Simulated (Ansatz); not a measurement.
Below is the output of a Python script on Ansatz's Python interface that makes a single point in a Gaussian basis of C5H8, SMILES CC=C=CC. Write a script that gives it. Use: MP2, STO-3G basis, multiplicity 1.

Input file `c5h8.xyz`:
```text
13

C    -1.30220   -0.01310    1.76830
C    -0.00080    0.53750    1.38760
C     0.50320    0.45020    0.19180
C     1.14160    0.36650   -0.98130
C     0.65110   -0.62570   -2.04500
H    -1.26650   -0.69440    2.55490
H    -1.82980   -0.43380    0.90970
H    -1.93580    0.87270    2.10980
H     0.58000    1.03670    2.21890
H     1.87890    1.03470   -1.21080
H    -0.18020   -1.25940   -1.66530
H     1.51300   -1.24940   -2.28560
H     0.26800   -0.05730   -2.93820
```

```console
$ python energy_c5h8.py
reference energy     -5210.267908 eV
total energy         -5218.252754 eV
occupied (up, down): [14, 14]  virtual: [14, 14]  frozen: 5
correlation energy -7.98485 eV
largest force 6.9156 eV/A, rms 1.7915
dipole (D): -0.150 -0.103 -0.109, length 0.212
atom  Mulliken   Lowdin
C       -0.180   -0.094
C       -0.082   -0.062
C       -0.004    0.001
C       -0.102   -0.075
C       -0.156   -0.075
H        0.081    0.048
H        0.066    0.039
H        0.051    0.028
H        0.061    0.037
H        0.075    0.044
H        0.062    0.036
H        0.062    0.034
H        0.065    0.039
```

One script that gives this output:

The script, `energy_c5h8.py`:
```python
'''Electronic structure of the C5H8 molecule.'''

import ansatz
import numpy as np

BASIS_SET = 'STO-3G'
LEVEL = 'MP2'


def main() -> None:
    c5h8 = ansatz.Crystal.molecule_from_extxyz('c5h8.xyz')

    model = c5h8.calculation()
    model = model.basis(gaussian=BASIS_SET)
    model = model.correlation(LEVEL).forces()
    out = model.run()
    report = out.report

    print('reference energy %16.6f eV' % report['reference_energy_ev'])
    print('total energy     %16.6f eV' % report['free_energy_ev'])
    print('occupied (up, down):', report['n_occupied'], ' virtual:', report['n_virtual'], ' frozen:', report['n_frozen'])

    print('correlation energy', round(report['free_energy_ev'] - report['reference_energy_ev'], 5), 'eV')
    cluster = report['correlation'].get('coupled_cluster')
    if cluster:
        print('cycles', cluster['cycles'], ' T1 diagnostic', round(cluster['t1_diagnostic'], 4), ' largest double', round(cluster['largest_double'], 4))

    symbols = [site.symbol for site in c5h8.cartesian_sites]
    forces = np.array(report['forces_ev_ang'])
    print('largest force', round(float(np.linalg.norm(forces, axis=1).max()), 4), 'eV/A, rms', round(float(np.sqrt((forces ** 2).mean())), 4))

    charges = report['charge_distribution']
    dipole = np.array(charges['dipole_moment_e_ang']) * 4.803205
    print('dipole (D): {:.3f} {:.3f} {:.3f}, length {:.3f}'.format(*dipole, np.linalg.norm(dipole)))
    print('atom  Mulliken   Lowdin')
    for symbol, m, l in zip(symbols, charges['mulliken_charges_e'], charges['lowdin_charges_e']):
        print(f'{symbol:4s} {m:9.3f} {l:8.3f}')


if __name__ == '__main__':
    main()
```

What to keep in mind:
- The settings weren't tested for convergence.
- The geometry is a force-field or estimated start, not a minimum of this method, and the basis set is short of its limit.
- The Löwdin charges here are taken after orthogonalising the functions within each atom; they differ from plain Löwdin charges, and their signs can be unphysical.
- Inner cores stay frozen, so this is valence correlation.
- It ran for 1.3 s on 1 thread of Arm Neoverse V1, with other jobs on the host, peak memory 0.16 GiB.

(Lines on the test bed's own set-up are left out of the output.)
